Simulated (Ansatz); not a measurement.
## Cobalt, hcp: convergence with the plane-wave cutoff

Computed with Ansatz, r²SCAN, scalar-relativistic PAW, on the relaxed cell (a = 2.472 Å, c = 4.027 Å (c/a = 1.629); ferromagnetic, net 1.75 μB per atom). Errors count from a run at 500 eV on a Γ-centred 24×24×13 mesh with Fermi-Dirac smearing of 0.05 eV, extrapolated to zero width. Fixed here: mesh 15×15×8, Fermi-Dirac width 0.05 eV. The pressure holds a Pulay correction and is unreliable far below the recommended cutoff.

| cutoff (eV) | E(σ→0) error (meV/atom) | P (GPa) | sphere moment (μB) | SCF iterations |
| --- | --- | --- | --- | --- |
| 150 | 105427.6 | 177.29 | 0.00 | 17 |
| 250 | 4300.0 | 13.66 | 1.82 | 20 |
| 300 | 557.1 | 3.71 | 1.83 | 18 |
| 350 | 45.3 | -1.61 | 1.85 | 16 |
| 420 | 5.3 | -1.31 | 1.85 | 17 |
| 500 | 1.6 | -1.36 | 1.85 | 17 |
| 600 | 0.6 | -1.35 | 1.85 | 17 |
| 800 | -0.1 | -1.36 | 1.86 | 17 |

Task: What does the run at 200 give (cutoff)?

Result: E(σ→0) error (meV/atom): 22154.9; P (GPa): -75.74; sphere moment (μB): 1.72; SCF iterations: 19.

Within 5 meV/atom of the last row: from 500 eV on.
